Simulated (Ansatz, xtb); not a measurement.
Relative energy of two isomers of C2HFN2O

Structure X is `Fc1ncno1`, a singlet and structure Y is `Fc1nnco1`, a singlet. Both are isolated molecules in the gas phase, relaxed with B3LYP/def2-SVP.

Quicker runs give these differences E(Y) − E(X): GFN2-xTB −10.8 kcal/mol; HF/STO-3G +0.4 kcal/mol (at GFN2-xTB geometries); r2SCAN-D4/def2-SVP −3.5 kcal/mol (at GFN2-xTB geometries).

Which of the two would you expect CCSD(T)/def2-SVP + ΔMP2/def2-TZVPP electronic energies to favour?

Structure Y; the calculation gives E(Y) − E(X) = −4.0 kcal/mol.

The same difference at several levels:

```
                             level        geometry  E(Y) − E(X) (kcal/mol)  departure from the last row (kcal/mol)  job, with rough time for the two
                          GFN2-xTB        GFN2-xTB                     −10.8                                    −6.8             optimisation, 0.067 s
                         HF/STO-3G        GFN2-xTB                      +0.4                                    +4.4               single point, 0.2 s
                r2SCAN-D4/def2-SVP        GFN2-xTB                      −3.5                                    +0.6               single point, 2.4 s
                    B3LYP/def2-SVP  B3LYP/def2-SVP                      −4.0                                    +0.1                optimisation, 19 s
                       HF/def2-SVP  B3LYP/def2-SVP                      −5.5                                    −1.5           part of the CCSD(T) run
                      MP2/def2-SVP  B3LYP/def2-SVP                      −5.1                                    −1.1           part of the CCSD(T) run
                  CCSD(T)/def2-SVP  B3LYP/def2-SVP                      −4.3                                    −0.3                      single point
CCSD(T)/def2-SVP + ΔMP2/def2-TZVPP  B3LYP/def2-SVP                      −4.0                                                        single point, 15 s
```

As drawn, Y has 1 N∷N, 1 C∷O in place of 1 C∷N, 1 N∷O (∷ is an aromatic bond).

HF/STO-3G finds them nearly level. The largest departure from CCSD(T)/def2-SVP + ΔMP2/def2-TZVPP is that of GFN2-xTB, 6.8 kcal/mol. The last row adds to CCSD(T) the change of the MP2 difference between the two basis sets, here +0.3 kcal/mol.

With harmonic frequencies from B3LYP/def2-SVP (ideal gas, rigid rotor, one conformer each, 298.15 K, 1 atm): on the last row, ΔE + ΔZPE = −4.2, ΔH = −4.1, ΔG = −4.2 kcal/mol.

The correlated steps freeze 6 core orbitals. Codes used: Ansatz 0.2.0, xtb 6.7.1; the last row on 2 threads of Arm Neoverse V2 on a shared host.
